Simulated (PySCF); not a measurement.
System: C₃H₅O, net charge -1, singlet state. It need not be the lowest isomer of its formula. Whether it binds its extra electron was not tested at this geometry. 
Geometry from a B3LYP-D3(BJ)/def2-TZVP (Ansatz) optimisation:
```xyz
9

O      0.6753     0.0857     1.2158
C      0.0609     0.1280     0.1075
C     -0.3276     1.2411    -0.6126
C     -0.2904    -1.2466    -0.5013
H     -0.9077    -1.8068     0.2094
H     -0.8522     1.1513    -1.5565
H     -0.1110     2.2368    -0.2396
H      0.6308    -1.8219    -0.6441
H     -0.8199    -1.1800    -1.4570
```
Charge -1, spin multiplicity 1.

Dispersion corrections to the total energy (kcal/mol) from the dftd3 and dftd4 libraries through PySCF: D3(BJ) without and D4 with the three-body term, each with the damping fitted for the functional named.

| functional | D3(BJ) | D4 |
|---|---|---|
| r2SCAN | -0.89 | -0.94 |
| BLYP | -7.00 | (withheld) |
| TPSSh | -3.74 | -4.68 |
| B3LYP | -5.67 | -6.08 |
| HF | -28.84 | -15.23 |
| PW6B95 | -1.47 | (withheld) |
| PBE | (withheld) | -3.81 |

Problem. Fill in the missing entries.

Solution. 
- BLYP, D4: -8.70
- PW6B95, D4: -3.31
- PBE, D3(BJ): -3.36
